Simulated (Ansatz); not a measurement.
**HOB, singlet: the ladder up to full CI**

Geometry: a PBE0/def2-TZVP stationary point for this spin, not checked as a minimum.

```xyz
3

B     0.0000    0.0000    1.1655
O     0.0000    0.0000   -0.1066
H     0.0000    0.0000   -1.0588
```

Basis 6-31G; Ansatz 0.2.0. Only valence electrons are correlated (noble-gas cores frozen), which leaves 10 electrons in 18 orbitals. R marks a restricted (for open shells ROHF) determinant. Active spaces: pair = (2e, 2o) about the gap; valence = (10e, 9o) chosen from the atoms' valence shells.

Full CI is exact within this basis and frozen core; it isn't the basis-set limit.

```
UHF ⟨S²⟩                          : 0.000
T1 diagnostic (RCCSD)             : 0.0186
largest doubles amplitude (RCCSD) : 0.123
```

```json
{"level": "RMP2", "E − E(RHF) (eV)": "-4.4287"}
{"level": "RCCSD", "E − E(RHF) (eV)": "-4.8273"}
{"level": "RCCSD(T)", "E − E(RHF) (eV)": "-4.9468"}
```

Question: Estimate how far full CI in 6-31G lies from RCCSD(T). The table doesn't fix it; the size of (T) and the diagnostics are the guide.

Answer: Full CI in 6-31G lies 25 meV below RCCSD(T), which is 21 % of the (T) step (-119 meV). A doubles amplitude is large, but (T) still catches most of what CCSD lacks.

The other levels:

| level | E − E(full CI) (meV) | share of correlation (%) | wall time |
| --- | --- | --- | --- |
| CISD | 456 | 90.83 | 0.51 s |
| BCCD(T) | 20 | 99.60 | 0.21 s |
| RCCSDT | 16 | 99.68 | – |
| CISDTQ | 23 | 99.54 | 2.5 s |
| RCCSDT(Q) | -1 | 100.03 | 0.69 s |
| RCCSDTQ | 0 | 100.01 | 7.5 s |
| CASSCF (pair space) | 4476 | 9.98 | – |
| NEVPT2 (pair space) | 476 | 90.43 | 0.21 s |
| MRCISD (pair space) | 390 | 92.15 | – |
| MRCISD+Q (pair space) | 75 | 98.50 | 0.66 s |
| CASSCF (valence space) | 1466 | 70.52 | – |
| NEVPT2 (valence space) | 722 | 85.49 | 3.4 s |
| MRCISD (valence space) | 187 | 96.23 | – |
| MRCISD+Q (valence space) | 143 | 97.12 | 6 s |

The correlation energy at full CI, counted from RHF, is -4.972 eV. That run took 94 s on 1 thread of Arm Neoverse V1, shared host over 18,367,552 determinants.

Times hold each run's SCF and search for its determinant on a shared host, so for small cases they say little of a method's own cost; they ran on 1 thread of Arm Neoverse V1.

The full-CI state has the irrep A1 of C2v, in the program's axes (one component, if the state is degenerate).

Natural occupations of full CI about the gap: 1.987 1.972 1.967 1.967 1.905 0.058 0.058 0.024 0.020 0.012; effectively unpaired electrons, Σ n²(2−n)², 0.08.
